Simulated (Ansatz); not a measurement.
Relaxation of FH$_{4}$NSi (7 atoms, charge 0, multiplicity 1), to a largest force component of 0.03 eV/Å in at most 50 steps.

Level of theory: RKS CAM-B3LYP/def2-SVP in Ansatz.

```xyz
7
Properties=species:S:1:pos:R:3:forces:R:3
Si -0.120 0.070 -0.782 0.10 0.11 0.13
F 1.513 0.020 1.477 -0.14 -0.04 0.14
H 2.058 0.158 0.741 0.08 0.04 -0.21
H -1.140 0.859 0.039 0.02 -0.05 -0.06
N -0.976 -1.408 -0.764 -0.14 -0.03 0.04
H -1.857 -1.591 -0.292 0.04 0.02 0.00
H -0.620 -2.238 -1.224 0.04 -0.06 -0.04
```

Task: Where does it end, and by what steps?

Result: The run converged. After 7 steps the energy has fallen by 0.014 eV; H3 moved furthest, 0.18 Å.

| step | energy less start (eV) | largest force component (eV/Å) | accepted |
| --- | --- | --- | --- |
| 0 | 0.0000 | 0.206 | yes |
| 1 | -0.0024 | 0.606 | yes |
| 2 | -0.0061 | 0.490 | yes |
| 3 | 0.0100 | 0.366 | no |
| 4 | -0.0116 | 0.110 | yes |
| 5 | -0.0096 | 0.122 | no |
| 6 | -0.0140 | 0.031 | yes |
| 7 | -0.0141 | 0.022 | yes |

```xyz
7
Properties=species:S:1:pos:R:3
Si -0.074 0.065 -0.686
F 1.563 0.002 1.486
H 1.914 0.138 0.630
H -1.144 0.864 0.043
N -0.952 -1.400 -0.749
H -1.877 -1.558 -0.360
H -0.571 -2.241 -1.171
```

Whether the end is a true minimum wasn't checked by a vibrational analysis.

The run took 9.6 s on 1 thread of Intel(R) Xeon(R) Platinum 8488C (Sapphire Rapids) (shared host), peak memory 0.15 GiB.
